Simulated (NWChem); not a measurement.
System: HS anion

NWChem input:

```
start job
memory heap 200 mb stack 900 mb global 1100 mb
charge -1
geometry units angstroms noautosym nocenter noautoz
  S      0.000000     0.000000    -0.089389
  H      0.000000     0.000000     1.268529
end
basis spherical
  S library aug-cc-pvdz
  H library aug-cc-pvdz
end
dft
  xc xpbe96 cpbe96
  iterations 150
end
cosmo
  do_cosmo_smd true
  solvent dmf
end
task dft energy
```

Structure relaxed at the B3LYP/def2-SVPD level. The gas-phase anion has a positive highest level at the geometry level, so the gas reference is doubtful. Solvent: N,N-dimethylformamide.

Level: PBE/aug-cc-pVDZ with SMD (1 M gas to 1 M solution), gas-phase geometry. Reactions with the solvent are ignored.

Problem. What results follow from this input? (PBE/aug-cc-pVDZ, SMD on the gas-phase geometry.) Quantities: solvation free energy (kcal/mol); cavity-dispersion-structure term (kcal/mol).

Solution. 
| Quantity | Result |
|---|---|
| solvation free energy (kcal/mol) | -64.5 |
| cavity-dispersion-structure term (kcal/mol) | -1.3 |
